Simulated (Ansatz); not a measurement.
**C4H8 (SMILES C1CCC1): a rigid scan of the bond length C2–H8**

How does the energy rise as the bond length C2–H8 leaves its equilibrium value, and do density functionals follow CCSD(T)? No other atom is relaxed.

Program: Ansatz 0.2.0, Gaussian basis. Level of theory: single points in def2-TZVPP. These are calculated values, not measurements.

Levels: PBE-D4, r2SCAN-D4, PBE0-D4, B3LYP-D4, wB97M-V, Hartree-Fock, MP2, CCSD, CCSD(T). The scan takes 0.960, 0.998, 1.054, 1.119, 1.191, 1.268, 1.351, 1.437, 1.528 Å.

Cores are frozen in the correlated methods. B3LYP uses VWN-RPA correlation.

19 further runs of the same task are left out: 19 set aside as unsound or not needed.

### 1 The starting structure

The minimum, relaxed at PBE0-D4: SMILES `C1CCC1`, 12 atoms, charge 0, spin multiplicity 1.

Atoms are counted from 1 here; the program's logs count them from 0.

Bond lengths: C1–C2 1.541 Å, C1–C4 1.541 Å, C1–H5 1.093 Å, C1–H6 1.091 Å, C2–C3 1.541 Å, C2–H7 1.093 Å, C2–H8 1.091 Å, C3–C4 1.541 Å, C3–H9 1.093 Å, C3–H10 1.091 Å, C4–H11 1.093 Å, C4–H12 1.091 Å. Angles: C2–C1–C4 88.3°, C2–C1–H5 111.3°, C2–C1–H6 118.1°, C4–C1–H5 111.3°, C4–C1–H6 118.1°, H5–C1–H6 108.6°, C1–C2–C3 88.3°, C1–C2–H7 111.3°, C1–C2–H8 118.1°, C3–C2–H7 111.3°, C3–C2–H8 118.1°, H7–C2–H8 108.5°, C2–C3–C4 88.3°, C2–C3–H9 111.3°, C2–C3–H10 118.1°, C4–C3–H9 111.3°, C4–C3–H10 118.1°, H9–C3–H10 108.6° and more.

As a file:

```xyz
12

C    -0.9156    0.2958   -0.4762
C    -0.3571    0.3460    0.9592
C     1.0136   -0.0705    0.3914
C     0.2848   -0.5897   -0.8632
H    -0.8581    1.2746   -0.9584
H    -1.9195   -0.1055   -0.6238
H    -0.7862   -0.4446    1.5795
H    -0.4231    1.2891    1.5042
H     1.6287    0.8023    0.1600
H     1.6153   -0.7767    0.9660
H     0.0413   -1.6507   -0.7697
H     0.7531   -0.4253   -1.8350
```

Energies of the minimum (eV), from earlier single points: PBE-D4 -4273.53602, r2SCAN-D4 -4276.71363, PBE0-D4 -4274.34451, B3LYP-D4 -4279.99345, wB97M-V -4276.97698, CCSD(T) -4269.90647.

At the minimum the bond length C2–H8 is 1.091 Å.

### 2 C2–H8 = 0.960 Å

Contents of ccsdt-tzvpp/in.yaml:

```yaml
crystal:
  periodic: [false, false, false]
  atoms:
    - {symbol: C, position_ang: [-0.915583, 0.295827, -0.476197]}
    - {symbol: C, position_ang: [-0.357147, 0.345970, 0.959241]}
    - {symbol: C, position_ang: [1.013622, -0.070506, 0.391449]}
    - {symbol: C, position_ang: [0.284808, -0.589691, -0.863193]}
    - {symbol: H, position_ang: [-0.858090, 1.274561, -0.958441]}
    - {symbol: H, position_ang: [-1.919541, -0.105473, -0.623811]}
    - {symbol: H, position_ang: [-0.786210, -0.444606, 1.579468]}
    - {symbol: H, position_ang: [-0.415206, 1.175669, 1.438646]}
    - {symbol: H, position_ang: [1.628711, 0.802348, 0.159981]}
    - {symbol: H, position_ang: [1.615289, -0.776695, 0.965953]}
    - {symbol: H, position_ang: [0.041289, -1.650702, -0.769704]}
    - {symbol: H, position_ang: [0.753094, -0.425311, -1.835021]}
basis:
  gaussian: {orbitals: def2-TZVPP}
correlation: {method: ccsd_t}
```

The command line of these runs was not kept.

Further steps of the session: C2–H8 = 0.998 Å; C2–H8 = 1.054 Å; C2–H8 = 1.119 Å; C2–H8 = 1.191 Å; C2–H8 = 1.268 Å; C2–H8 = 1.351 Å; C2–H8 = 1.437 Å; C2–H8 = 1.528 Å.

Before running it: what results should come out? Wanted: highest point, CCSD(T); lowest point, CCSD(T); minimum along the scan, CCSD(T); RMS deviation from CCSD(T); largest T1 diagnostic.

As calculated:

| quantity | value |
| --- | --- |
| highest point, CCSD(T) | 34.1 kcal/mol at 1.528 Å |
| lowest point, CCSD(T) | 0.0 kcal/mol at 1.091 Å |
| minimum along the scan, CCSD(T) | 1.090 Å |
| curvature there | 33.3 eV/Å² |
| RMS deviation from CCSD(T) | PBE-D4 1.4, r2SCAN-D4 0.2, PBE0-D4 0.2, B3LYP-D4 0.3, wB97M-V 0.5, Hartree-Fock 2.3, MP2 0.9, CCSD 0.5 kcal/mol |
| largest T1 diagnostic | 0.010 |

What this shows: A polynomial through the near points puts the CCSD(T) minimum 0.001 Å below the PBE0-D4 value. The third derivative is negative, the usual anharmonicity of a bond. Curvature against CCSD(T): PBE-D4 -5 %, Hartree-Fock +8 %. The curve of PBE0-D4 lies nearest to CCSD(T), that of Hartree-Fock farthest.
